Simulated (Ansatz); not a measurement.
# SiH3F (SiFH3) at 6 levels

Wanted: a comparison of 6 runs (HF/STO-3G, B3LYP/STO-3G, UPBE0/STO-3G, RPA@PBE/STO-3G, CCSDT/STO-3G, CCSD(T)/STO-3G) of SiH3F (SiFH3). 

The results are computed with Ansatz 0.2.0.

48 further runs of the same task are left out: 2 that didn't finish, 46 set aside as unsound or not needed.

## Step 1: The system as given

The species is SiH3F (5 atoms), meant as a singlet with charge 0. As SMILES, `[H][Si]([H])([H])F`. The H5–Si1 distance was set to 2.908 Å, away from the relaxed value. At this shape a bond of the SMILES string is far longer than usual.

Bond lengths: Si1–F2 1.606 Å, Si1–H3 1.454 Å, Si1–H4 1.454 Å. Angles: F2–Si1–H3 105.1°, F2–Si1–H4 105.2°, H3–Si1–H4 113.4°.

## Step 2: The energy at HF/STO-3G (run 1)

job.yaml

```yaml
crystal:
  periodic: [false, false, false]
  atoms:
    - {symbol: Si, position_ang: [0.699729, 1.214404, 0.295598]}
    - {symbol: F, position_ang: [0.711289, 1.194054, 1.901168]}
    - {symbol: H, position_ang: [2.100699, 1.224224, -0.093032]}
    - {symbol: H, position_ang: [-0.008851, 2.432114, -0.064192]}
    - {symbol: H, position_ang: [-0.701150, -1.212020, -0.482790]}
basis:
  gaussian:
    orbitals: STO-3G
hamiltonian:
  xc: hf
accuracy: high
```

On the command line:

```bash
$ ansatz run job.yaml --threads 1 --pin off --max-ram 2610MiB --events-out events.jsonl --progress --plain --runs-dir runs
```

Standard output:

```text
Warning: RAYON_NUM_THREADS=1 ignored (pool sized by the plan → 1); use --threads N
Functional definition: HF
  name "HF"
  exchange = exact_x
  correlation = 0
290 factors; integrals over basis functions are off by at most 3.4e-8 eV
mean field evaluation 1: about -10474.2015 eV, gradient 2.3e1 eV
mean field evaluation 2: about -10474.2187 eV, gradient 2.3e1 eV
mean field evaluation 4: about -10479.0109 eV, gradient 2.6e0 eV
mean field evaluation 8: about -10479.0608 eV, gradient 3.5e-2 eV
mean field -10479.06081780 eV, -385.0983820916 hartree, gradient 2.1e-8 eV, S^2 0.000000; 0 other end points of the search recorded, 0 dependent functions left out
reference -10479.06081780 eV, -385.0983820916 hartree; 13, 13 occupied and 4, 4 virtual orbitals, 290 factors
Total energy: -10479.06081780 eV, -385.0983820916 hartree
```

Wall time 0.1 s (1 thread of Arm Neoverse V1, shared host).

## Step 3: The energy at B3LYP/STO-3G (run 2)

job.yaml, as its differences from that of step 2:

```diff
@@ -12,3 +12,3 @@
 hamiltonian:
-  xc: hf
+  xc: {name: B3LYP}
 accuracy: high
```

On the command line:

```bash
$ ansatz run job.yaml --threads 1 --pin off --max-ram 2610MiB --events-out events.jsonl --progress --plain --runs-dir runs
```

Standard output:

```text
Warning: RAYON_NUM_THREADS=1 ignored (pool sized by the plan → 1); use --threads N
Functional definition: B3LYP
  name "B3LYP"
  parameter a0 = 0.2
  parameter ax = 0.72
  parameter ac = 0.81
  exchange = (1 - a0 - ax)*slater_x + ax*b88_x + a0*exact_x
  correlation = (1 - ac)*vwn_rpa_c + ac*lyp_c
290 factors; integrals over basis functions are off by at most 3.4e-8 eV
mean field evaluation 1: about -10499.9938 eV, gradient 2.7e1 eV
mean field evaluation 2: about -10493.1314 eV, gradient 2.7e1 eV
mean field evaluation 4: about -10505.6763 eV, gradient 1.2e1 eV
mean field evaluation 8: about -10505.6765 eV, gradient 1.2e1 eV
mean field evaluation 16: about -10506.6769 eV, gradient 1.6e-7 eV
mean field -10506.67690995 eV, -386.1132547594 hartree, gradient 8.7e-9 eV, S^2 0.000000; 0 other end points of the search recorded, 0 dependent functions left out
reference -10506.67693583 eV, -386.1132557104 hartree; 13, 13 occupied and 4, 4 virtual orbitals, 290 factors
Total energy: -10506.67693583 eV, -386.1132557104 hartree
```

Wall time 1.1 s (1 thread of Arm Neoverse V1, shared host); peak memory 0.091 GiB.

Runs 3 to 5 aren't shown in full; the table further down has their settings and results.

## Step 4: The energy at CCSD(T)/STO-3G (run 6)

job.yaml

```yaml
crystal:
  periodic: [false, false, false]
  atoms:
    - symbol: Si
      position_ang: [0.699729, 1.214404, 0.295598]
    - symbol: F
      position_ang: [0.711289, 1.194054, 1.901168]
    - symbol: H
      position_ang: [2.100699, 1.224224, -0.093032]
    - symbol: H
      position_ang: [-0.008851, 2.432114, -0.064192]
    - symbol: H
      position_ang: [-0.701150, -1.212020, -0.482790]
basis:
  gaussian: {orbitals: STO-3G}
magnetization: {spin_polarized: false, initial_magnetization: 0}
correlation: {method: ccsd_t, frozen_orbitals: {F: 1, H: 0, Si: 5}}
accuracy: high
scf: {omitted_lower_state_checks: [cluster_reference, increment]}
```

On the command line:

```bash
$ ansatz run job.yaml --threads 1 --pin off --max-ram 2610MiB --events-out events.jsonl --progress --plain --runs-dir runs
```

Standard output, shortened:

```text
Warning: RAYON_NUM_THREADS=1 ignored (pool sized by the plan → 1); use --threads N
Functional definition: HF
  name "HF"
[...]
290 factors; integrals over basis functions are off by at most 3.4e-8 eV
[...]
mean field -10479.06081780 eV, -385.0983820916 hartree, gradient 2.1e-8 eV, S^2 0.000000; 0 other end points of the search recorded, 0 dependent functions left out; unrestricted orbitals would lower it
6 core orbitals not correlated: weight in the atoms' cores, before any rotation towards them, 1.000 or more for the frozen orbitals, at most 0.000 for the correlated occupied ones
reference -10479.06081780 eV, -385.0983820916 hartree; 7, 7 occupied and 4, 4 virtual orbitals, 290 factors
second order -3.32213768 eV of doubles, -0.00000000 eV of singles
cycle   1  -3.15825316 eV  change    -1.1e0 eV  update   1.4e-1
[...]
cycle  26  -5.18590838 eV  change   5.0e-10 eV  update  2.6e-10
perturbative correction -0.23593348 eV, -0.0086703953 hartree
WARN: these amplitudes may be one of several solutions (largest doubles amplitude 0.62, level shift 8.13 eV)
Total energy: -10484.48265965 eV, -385.2976311046 hartree
Checks for a lower state left out: cluster_reference, increment
```

Run time: 0.14 s. Hardware: 1 thread of Arm Neoverse V1, shared host.

## Step 5: The series

```csv
run,level,frozen core orbitals,energy (Eh),wall time
1,HF/STO-3G,–,-385.098382,0.1 s
2,B3LYP/STO-3G,–,-386.113256,1.1 s
3,UPBE0/STO-3G,–,-385.935783,3.9 s
4,RPA@PBE/STO-3G,6,-385.321006,1.5 s
5,CCSDT/STO-3G,6,-385.297573,0.22 s
6,CCSD(T)/STO-3G,6,-385.297631,0.14 s
```

## Step 6: What came out

| quantity | value |
| --- | --- |
| run 6: total energy | -385.29763 Eh |
| run 6: correlation energy (6 core orbitals frozen) | -199.2 mEh |
| run 6: (T) correction | -8.67 mEh |
| run 6: T1 diagnostic | 0.026 |

What this shows: Below the HF energy at the same shape and in the same basis (STO-3G): CCSDT -199.2 mEh; CCSD(T) -199.2 mEh. Totals of different functionals can't be ranked against each other. In runs 4, 5, 6 the log says that unrestricted orbitals would lower the reference, so the values rest on an unstable closed-shell determinant (other closed-shell runs at this shape may share the fault). In runs 1, 2, 3, 4, 5, 6 the basis is minimal, so the values are rough. In runs 1, 2, 4, 6 a closed-shell determinant meets a far-stretched bond, which it describes badly. Spin contamination of the reference: run 3 ⟨S²⟩ = 0.87. Where it is this large, the reference is a mixture of spin states, and values that rest on it are in doubt. All runs together took 7 s, the longest 3.9 s.
